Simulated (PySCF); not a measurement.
A run for PySCF: R-BP86/6-31G* on dimethylamine (SMILES CNC).

```python
from pyscf import gto, scf, dft, mp
from pyscf.data.elements import chemcore

mol = gto.M(
    atom='''
    C     1.18177237   -0.27817891    0.09546909
    N    -0.03022051   -0.14289842   -0.69507638
    C    -1.20202118    0.16266809    0.10847705
    H     1.40067404    0.59634599    0.73071605
    H     1.09083400   -1.14630005    0.75296607
    H     2.03520376   -0.44771494   -0.56222965
    H     0.09789069    0.57068124   -1.40143811
    H    -2.06653321    0.31083100   -0.53984618
    H    -1.42062326   -0.68183863    0.76667789
    H    -1.08697672    1.05640462    0.74428417
    ''',
    basis='6-31g*',
    cart=True,
    charge=0, spin=0, verbose=3, max_memory=1800)
mf = dft.RKS(mol, xc='b88,p86')
mf.conv_tol = 1e-8
mf.max_cycle = 100
mf.kernel()
if not mf.converged:
    mf = mf.newton().run(mf.mo_coeff, mf.mo_occ)
```

Output:

```
converged SCF energy = -135.153883288874
```

The calculation finished and met its thresholds.

Cost: about 2.4 core-seconds (a rough figure).
